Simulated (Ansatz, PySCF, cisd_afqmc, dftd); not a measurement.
Species: C3H3N, charge 0, singlet. C3H3N (SMILES C=CC#N).
B3LYP-D3(BJ)/def2-TZVP minimum from Ansatz (a program for electronic structure):
```xyz
7

C     -0.1624    -1.6316     0.0047
C      0.5687    -0.5193    -0.0022
C     -0.0050     0.7858    -0.0018
H     -1.2435    -1.6002     0.0112
H      0.3125    -2.6029     0.0041
H      1.6516    -0.5573    -0.0087
N     -0.4469     1.8501    -0.0016
```
Charge 0, spin multiplicity 1.

Quantity: enthalpy of formation at 298 K (by atomisation, with ideal-gas terms from PySCF's Hessian at B3LYP-D3(BJ)/def2-TZVP and the atoms' measured values of the G2/97 table; no spin-orbit terms), in kJ/mol. Open shells are spin-unrestricted; no spin-orbit coupling. Cores are frozen in correlated methods. Rows without X2C or -DK are non-relativistic. AFQMC is phaseless with a CISD trial state; ± is one standard error, without the phaseless bias. Outlying blocks are dropped, and bars are widened where a walk drifts. Over all cases where full CI ran beside it in this data, AFQMC minus full CI had a median of +0.1 mEh and passed +0.4 mEh in a tenth of the cases. CBS(X,Y): correlation extrapolated as X^-3, Hartree-Fock from the larger set. A bracket is a step between two methods taken in the basis named. The functionals are non-relativistic, so their misses hold any scalar relativity. Double hybrids freeze cores in their MP2 part. '+ core + X2C': CCSD(T) terms for core correlation (cc-pwCVTZ) and scalar relativity (cc-pVTZ-DK). Where a partner has so few electrons that a lower coupled-cluster level is exact, that level stands in. The restricted determinant of C3H3N (C=CC#N, singlet) is unstable towards broken spin symmetry in at least one set run.

Measured: 43.2 kcal/mol, 180.7 kJ/mol (G2/97 table in ASE (Curtiss et al.)); atomic spin-orbit terms, which the calculations lack, would raise the computed values.

```json
[
 {"level": "PBE0-D3(BJ)/def2-TZVPD", "program": "Ansatz + dftd3", "enthalpy of formation at 298 K (kJ/mol)": "161.9", "error against that value": "-18.8"},
 {"level": "B2PLYP-D3(BJ)/def2-TZVPD", "program": "Ansatz + dftd3", "enthalpy of formation at 298 K (kJ/mol)": "198.8", "error against that value": "18.1"},
 {"level": "CCSD(T)/cc-pVQZ", "program": "Ansatz", "enthalpy of formation at 298 K (kJ/mol)": "237.3", "error against that value": "56.6"},
 {"level": "CCSD(T)/CBS(cc-pVTZ,cc-pVQZ)", "program": "Ansatz", "enthalpy of formation at 298 K (kJ/mol)": "203.4", "error against that value": "22.7"},
 {"level": "CCSDT(Q)/cc-pVDZ", "program": "Ansatz", "enthalpy of formation at 298 K (kJ/mol)": "453.2", "error against that value": "272.5"},
 {"level": "AFQMC/CISD/cc-pVTZ", "program": "cisd_afqmc", "enthalpy of formation at 298 K (kJ/mol)": "292.1 ± 1.2", "error against that value": "111.4"},
 {"level": "CCSD(T)/CBS(cc-pVTZ,cc-pVQZ) + [AFQMC/CISD - CCSD(T)]/cc-pVTZ + core + X2C", "program": "Ansatz + cisd_afqmc", "enthalpy of formation at 298 K (kJ/mol)": "191.2 ± 1.2", "error against that value": "10.5"},
 {"level": "CCSD(T)/CBS(cc-pVTZ,cc-pVQZ) + [CCSDT(Q) - CCSD(T)]/cc-pVDZ + core + X2C", "program": "Ansatz", "enthalpy of formation at 298 K (kJ/mol)": "184.6", "error against that value": "3.9"}
]
```
